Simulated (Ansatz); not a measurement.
in.yaml

```yaml
crystal:
  periodic: [false, false, false]
  atoms:
    - {symbol: Al, position_ang: [0.000000, 0.000000, 0.000000]}
    - {symbol: As, position_ang: [0.000000, 0.000000, 2.315000]}
basis:
  gaussian: {orbitals: cc-pVDZ}
total_charge: 1
magnetization: {spin_polarized: false, initial_magnetization: 3}
correlation: {active_space: {window: {electrons: 5, orbitals: 4}, fixed_orbitals: true}}
output: {forces: true}
```

```sh
$ ansatz run in.yaml --threads 1 --pin off --events-out ev --progress --plain --max-ram 2393MiB
```

Log:

```
511 factors; integrals over basis functions are off by at most 6.8e-4 eV
mean field evaluation 1: about -67369.9801 eV, gradient 7.9e0 eV
mean field evaluation 2: about -67369.9833 eV, gradient 7.9e0 eV
mean field evaluation 4: about -67370.4151 eV, gradient 1.0e0 eV
mean field evaluation 8: about -67370.4366 eV, gradient 4.9e-2 eV
mean field evaluation 16: about -67370.3683 eV, gradient 8.4e-1 eV
mean field -67370.43687025 eV, -2475.8178896594 hartree, gradient 3.0e-6 eV, S^2 3.750000; 2 other end points of the search recorded, 0 dependent functions left out
reference -67370.43687025 eV, -2475.8178896594 hartree; 24, 21 occupied and 21, 24 virtual orbitals, 511 factors
state -67370.43687025 eV, -2475.8178896594 hartree
the calculation of the forces begins
Total energy: -67370.43687025 eV, -2475.8178896594 hartree
Atom 0 at     0.000000     0.000000     0.000000 Å, force    -0.000000     0.000000    -2.018791 eV/Å
Atom 1 at     0.000000     0.000000     2.315000 Å, force     0.000000    -0.000000     2.018791 eV/Å
Dipole moment:     0.000000     0.000000    -1.078214 e Å
```

The active space holds one configuration alone, so it describes no static correlation.

Natural occupations: 2.0000 1.0000 1.0000 1.0000.

Forces (eV/Å):
```
Al   0.000  0.000 -2.019
As   0.000  0.000  2.019
```

Ran on 1 thread of Arm Neoverse V2, shared host: 0.9 s wall, 0.19 GiB peak host memory.
